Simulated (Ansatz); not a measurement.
Predict the output of the script below (Ansatz 0.2.0, Python API).

`composite_h3p.py`:
```python
"""A composite energy for H3P: DFT geometry, MP2 basis limit, coupled-cluster correction."""

import itertools
import logging
import sys

import ansatz as az
from ase.data import atomic_numbers, covalent_radii
import numpy as np

logging.basicConfig(stream=sys.stdout, format="%(levelname)s:%(name)s:%(message)s")
log = logging.getLogger("run")
log.setLevel(logging.INFO)

BASIS = "def2-SVP"
FUNCTIONAL = "b3lyp"

mol = (
    az.Crystal.molecule()
    .atom("P", [0.34293, -0.32404, -0.32834])
    .atom("H", [0.6129, -0.03052, 1.00052])
    .atom("H", [-0.98013, -0.64115, -0.05564])
    .atom("H", [0.0243, 0.9957, -0.61653])
)

job = mol.calculation()
job = job.basis(gaussian=BASIS).functional(FUNCTIONAL)
symbols = [site.symbol for site in mol.cartesian_sites]
start = np.array([site.position_ang for site in mol.cartesian_sites], dtype=float)
rep = job.relax(force_tolerance=0.01, max_steps=100).run(threads=1).report
end = np.array(rep["positions_ang"])
# pairs closer than 1.2 times the sum of covalent radii, before or after
radius = [covalent_radii[atomic_numbers[s]] for s in symbols]
span = lambda where, i, j: np.linalg.norm(where[i] - where[j])
bonded = [(i, j) for i, j in itertools.combinations(range(len(symbols)), 2) if min(span(start, i, j), span(end, i, j)) < 1.2 * (radius[i] + radius[j])]
log.info("pair        before    after (A)")
for i, j in bonded:
    print(f"{symbols[i]}{i}-{symbols[j]}{j}".ljust(10), f"{span(start, i, j):8.4f} {span(end, i, j):8.4f}")

minimum = az.Crystal.molecule()
for symbol, place in zip(symbols, end):
    minimum = minimum.atom(symbol, place.tolist())
at_minimum = minimum.calculation()
# MP2 extrapolated to the basis limit, plus the small-basis difference CCSD(T) - MP2
level = lambda method, basis: at_minimum.basis(gaussian=basis).correlation(method).run(threads=1).report
small, large, cluster = level("mp2", "cc-pVDZ"), level("mp2", "cc-pVTZ"), level("ccsd_t", "cc-pVDZ")
corr = lambda each: (each["free_energy_ev"] - each["reference_energy_ev"]) / 27.211386246
mp2_limit = (27 * corr(large) - 8 * corr(small)) / 19
pieces = {"HF / cc-pVTZ": large["reference_energy_ev"] / 27.211386246, "MP2 correlation, DZ-TZ limit": mp2_limit, "CCSD(T) - MP2 / cc-pVDZ": corr(cluster) - corr(small)}
for name, value in pieces.items():
    log.info(f"{name:32s} {value:14.6f} Ha")
log.info(f"{'sum':32s} {sum(pieces.values()):14.6f} Ha")
print("T1 diagnostic", round(cluster["correlation"]["coupled_cluster"]["t1_diagnostic"], 4))
```

```console
$ python composite_h3p.py
INFO:run:pair        before    after (A)
P0-H1        1.3874   1.4301
P0-H2        1.3876   1.4301
P0-H3        1.3879   1.4301
INFO:run:HF / cc-pVTZ                        -342.486788 Ha
INFO:run:MP2 correlation, DZ-TZ limit          -0.185301 Ha
INFO:run:CCSD(T) - MP2 / cc-pVDZ               -0.032598 Ha
INFO:run:sum                                 -342.704686 Ha
T1 diagnostic 0.0107
```

Total energies depend on the basis set; only differences at equal settings carry meaning. The sum leaves out core correlation, relativity, the Hartree-Fock basis error and zero-point energy; a DZ-TZ extrapolation is rough. b3lyp holds the VWN-RPA fit, as in Gaussian; the form of ORCA and Turbomole is b3lyp5. Inner cores stay frozen, so this is valence correlation. For Al to Cl the sets with a tight d function, cc-pV(X+d)Z, are usual. An extrapolation from small basis sets is rough. Hardware and time: 3.2 s on 1 thread of Arm Neoverse V1, on a shared host, peak memory 0.17 GiB.

(A comment or docstring line of the script was reworded after the run, the code is as it ran.)
